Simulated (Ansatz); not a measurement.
Consider the formal loss of a carbene: `CCSSC` → `CSSC` + `[CH2]` (triplet).

Gas-phase electronic energies from Ansatz, PBE0-D4/def2-TZVP geometries. CCSD(T)/CBS adds triple-zeta CCSD(T) − MP2 to the extrapolated MP2 energy (def2 sets, frozen cores). This one scheme is used for every species. Triplets are unrestricted, without spin–orbit coupling. One conformer a species, not always the lowest.

| species | CCSD/CBS(def2) energy (Eh) |
| --- | --- |
| `CCSSC` | -914.49097 |
| `CSSC` | -875.23566 |
| `[CH2]` (triplet) | -39.09164 |

**Question.** Work out ΔE.

**Answer.** ΔE = (-875.23566) + (-39.09164) − (-914.49097) = 0.16367 Eh = +429.7 kJ/mol. CCSD(T)/CBS gives +441.8 kJ/mol.

Largest T1 diagnostic among the species: 0.011.

In def2-TZVPP, CCSD(T) changes the Hartree–Fock value by +140.6 kJ/mol (the triples alone add +12.1 kJ/mol) and MP2 by +154.9 kJ/mol. Leaving LDA and LC-ωPBE aside and taking each functional with its dispersion term where it has one, the values, not all of them listed here, spread over 36.7 kJ/mol, from r2SCAN0-D4 to ωB97X-V. LDA lies +76.8 kJ/mol from PBE without D4.
